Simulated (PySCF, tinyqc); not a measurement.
CID on RHF in the sto-6g basis, for HF, spin multiplicity 1, step by step. The lowest restricted solution is unstable here: a spin-polarised one lies 0.1486 hartree lower (PySCF). One step of it, computed by the program tinyqc.

Question. CID: determinants and Hamiltonian. Slater-Condon rules over spin orbitals, with the nuclear repulsion added and E(HF) subtracted on the diagonal. Only determinants linked to the reference directly or through others are kept (one block of an abelian symmetry group), so some states are absent.

one-electron integrals over orbitals h = C^T H C (hartree):
$$\begin{pmatrix}
-40.706361 & 0.744696 & 0.000000 & 0.000000 & -0.049781 & -0.058194 \\
0.744696 & -9.151336 & 0.000000 & 0.000000 & 0.251086 & 0.354958 \\
0.000000 & 0.000000 & -8.512035 & 0.000000 & 0.000000 & 0.000000 \\
0.000000 & 0.000000 & 0.000000 & -8.512035 & 0.000000 & 0.000000 \\
-0.049781 & 0.251086 & 0.000000 & 0.000000 & -6.046940 & 2.705809 \\
-0.058194 & 0.354958 & 0.000000 & 0.000000 & 2.705809 & -5.597448
\end{pmatrix}$$

Two-electron integrals over orbitals (pq|rs), unique and non-zero (hartree):
```
(11|11) 5.383059    (21|11) -0.544110   (21|21) 0.088606    (22|11) 1.275717
(22|21) -0.025639   (22|22) 0.896643    (31|31) 0.030332    (32|31) 0.040611
(32|32) 0.194313    (33|11) 1.265994    (33|21) -0.014523   (33|22) 0.909420
(33|33) 0.998085    (41|41) 0.030332    (42|41) 0.040611    (42|42) 0.194313
(43|43) 0.053789    (44|11) 1.265994    (44|21) -0.014523   (44|22) 0.909420
(44|33) 0.890506    (44|44) 0.998085    (51|11) 0.038935    (51|21) -0.006377
(51|22) 0.001928    (51|33) 0.000986    (51|44) 0.000986    (51|51) 0.015618
(52|11) -0.058141   (52|21) 0.001919    (52|22) -0.030739   (52|33) -0.033176
(52|44) -0.033176   (52|51) 0.020794    (52|52) 0.109928    (53|31) -0.002649
(53|32) -0.011160   (53|53) 0.029120    (54|41) -0.002649   (54|42) -0.011160
(54|54) 0.029120    (55|11) 0.804118    (55|21) -0.007420   (55|22) 0.622671
(55|33) 0.608807    (55|44) 0.608807    (55|51) -0.000333   (55|52) -0.000056
(55|55) 0.597065    (61|11) 0.043855    (61|21) -0.007192   (61|22) 0.002000
(61|33) 0.001179    (61|44) 0.001179    (61|51) -0.014754   (61|52) -0.021095
(61|55) 0.001404    (61|61) 0.015969    (62|11) -0.064990   (62|21) 0.002021
(62|22) -0.035916   (62|33) -0.037049   (62|44) -0.037049   (62|51) -0.020018
(62|52) -0.094036   (62|55) -0.015212   (62|61) 0.019720    (62|62) 0.091108
(63|31) -0.002878   (63|32) -0.012073   (63|53) -0.026148   (63|63) 0.026401
(64|41) -0.002878   (64|42) -0.012073   (64|54) -0.026148   (64|64) 0.026401
(65|11) -0.484940   (65|21) 0.007160    (65|22) -0.307033   (65|33) -0.300916
(65|44) -0.300916   (65|51) 0.000921    (65|52) 0.041778    (65|55) -0.079282
(65|61) -0.002136   (65|62) 0.012430    (65|65) 0.291200    (66|11) 0.763951
(66|21) -0.007502   (66|22) 0.584264    (66|33) 0.572218    (66|44) 0.572218
(66|51) 0.004547    (66|52) 0.022135    (66|55) 0.593477    (66|61) -0.003528
(66|62) -0.029951   (66|65) -0.032281   (66|66) 0.605122
```

nuclear repulsion = 2.64882920 hartree

Hartree-Fock energy = -99.24077390 hartree

Give: determinants; H - E(HF) between determinants.

Answer.

Occupation strings over the orbitals (2 doubly, a alpha, b beta, 0 empty; spin orbitals ordered 1a 1b 2a 2b ...): 222220 222202 2a22b2 a222b2 222022 220222 2b22a2 202222 ab2222 b222a2 ba2222 022222

H - E(HF) between determinants (hartree):
```
         222220   222202   2a22b2   a222b2   222022   220222   2b22a2   202222
222220   0.0000   0.2912  -0.0124   0.0021   0.0264   0.0264   0.0124   0.0911
222202   0.2912   0.3478   0.0319   0.0116   0.0291   0.0291  -0.0319   0.1099
2a22b2  -0.0124   0.0319   1.2543   0.0273   0.0112   0.0112  -0.1099   0.0626
a222b2   0.0021   0.0116   0.0273  25.8584   0.0026   0.0026  -0.0208  -0.0019
222022   0.0264   0.0291   0.0112   0.0026   0.5587   0.0538  -0.0112   0.1943
220222   0.0264   0.0291   0.0112   0.0026   0.0538   0.5587  -0.0112   0.1943
2b22a2   0.0124  -0.0319  -0.1099  -0.0208  -0.0112  -0.0112   1.2543  -0.0626
202222   0.0911   0.1099   0.0626  -0.0019   0.1943   0.1943  -0.0626   2.4092
ab2222  -0.0197  -0.0208   0.0019  -0.0900  -0.0406  -0.0406   0.0093  -0.0091
b222a2  -0.0021  -0.0116  -0.0208  -0.0156  -0.0026  -0.0026   0.0273   0.0019
ba2222   0.0197   0.0208   0.0093   0.0064   0.0406   0.0406   0.0019   0.0091
022222   0.0160   0.0156   0.0064  -0.0277   0.0303   0.0303  -0.0064   0.0886

         ab2222   b222a2   ba2222   022222
222220  -0.0197  -0.0021   0.0197   0.0160
222202  -0.0208  -0.0116   0.0208   0.0156
2a22b2   0.0019  -0.0208   0.0093   0.0064
a222b2  -0.0900  -0.0156   0.0064  -0.0277
222022  -0.0406  -0.0026   0.0406   0.0303
220222  -0.0406  -0.0026   0.0406   0.0303
2b22a2   0.0093   0.0273   0.0019  -0.0064
202222  -0.0091   0.0019   0.0091   0.0886
ab2222  27.2109   0.0064  -0.0886   0.5094
b222a2   0.0064  25.8584  -0.0900   0.0277
ba2222  -0.0886  -0.0900  27.2109  -0.5094
022222   0.5094   0.0277  -0.5094  55.7409
```
